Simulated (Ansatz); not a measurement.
fcc Pb was calculated with BLYP (Ansatz, a quantum-chemistry and plane-wave program, plane waves, PAW).

Settings: plane-wave cutoff 520 eV, 20×20×20 k mesh, Fermi–Dirac smearing 0.05 eV, scalar-relativistic PAW data made under PBE.

Cell (relaxed at this level):

```cif
data_Pb
_chemical_formula_sum 'Pb1'
_space_group_name_H-M_alt 'P 1'
_space_group_IT_number 1
_cell_length_a 3.66432
_cell_length_b 3.66432
_cell_length_c 3.66432
_cell_angle_alpha 60.000
_cell_angle_beta 60.000
_cell_angle_gamma 60.000
loop_
_space_group_symop_operation_xyz
  'x, y, z'
loop_
_atom_site_label
_atom_site_type_symbol
_atom_site_fract_x
_atom_site_fract_y
_atom_site_fract_z
_atom_site_occupancy
Pb1 Pb 0.00000 0.00000 0.00000 1
```

Give the computed bulk modulus B0 and pressure derivative B′ of the bulk modulus.


bulk modulus B0: 32.0 GPa
pressure derivative B′ of the bulk modulus: 4.7

The run finds no gap.

Measured, for comparison: bulk modulus 47 GPa (corrected for temperature and zero-point phonon effects; as tabulated in Levämäki et al. (2014), arXiv:1402.3671). Computed (rounded) less measured: bulk modulus -32 %.

Note: the cell is over a tenth larger than the published one: the level's own overestimate first of all, though another phase or state, or a fault of the published cell, is possible.

Spin–orbit coupling is not included; it can shift volumes and moduli of such heavy elements.

Static lattice: no zero-point or thermal effects.

The result took about 110 core-seconds (a rough figure).
